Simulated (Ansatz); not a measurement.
# AlH (SMILES [AlH]): methods side by side

AlH: 2 atoms, total charge 0, spin state singlet. SMILES: `[AlH]`. The shape comes from GFN2-xTB, which is rough for such elements, and wasn't checked as a minimum.

| atom | x (Å) | y (Å) | z (Å) |
| --- | --- | --- | --- |
| Al | 0.0000 | 0.0000 | 0.0000 |
| H | 0.0000 | 0.0000 | 1.6135 |

Quantity: the energy change with the Al1–H2 bond stretched from 1.613 to 2.017 Å, in eV. The values are calculated.

| level | kind | program | value (eV) | less FCI/3-21G | CPU time (all runs) |
| --- | --- | --- | --- | --- | --- |
| PBE/3-21G (restricted) | GGA | Ansatz | 0.21 | 0.00 | 1.1 s |
| CAM-B3LYP/3-21G (restricted) | range-separated hybrid | Ansatz | 0.33 | +0.12 | 1.5 s |
| wB97M-V/3-21G (restricted) | range-separated hybrid | Ansatz | 0.31 | +0.10 | 9.3 s |
| RPA@PBE/3-21G (restricted) | RPA | Ansatz | 0.20 | -0.01 | 1.4 s |
| MP2/3-21G (restricted) | perturbation theory | Ansatz | 0.30 | +0.09 | 0.26 s |
| BCCD(T)/3-21G (restricted) | coupled cluster or CI | Ansatz | 0.21 | 0.00 | 0.54 s |
| CCSD/3-21G (restricted) | coupled cluster or CI | Ansatz | 0.21 | 0.00 | 0.41 s |
| CCSDT(Q)/3-21G (restricted) | coupled cluster or CI | Ansatz | 0.21 | 0.00 | 0.7 s |
| FCI/3-21G | exact in the basis | Ansatz | 0.21 | 0.00 | 0.44 s |

FCI/3-21G is exact within its basis and frozen core, so for wave-function methods in that basis the difference is their error; functionals converge differently with the basis, so for them it is only a difference. The first shape isn't each level's own minimum. The values span 0.20 to 0.33 eV. All rows use very small basis sets, so even the best lies far from the true value. CPU times are rough (shared hosts, several kinds of processor): they show what a rung costs within a factor of a few.
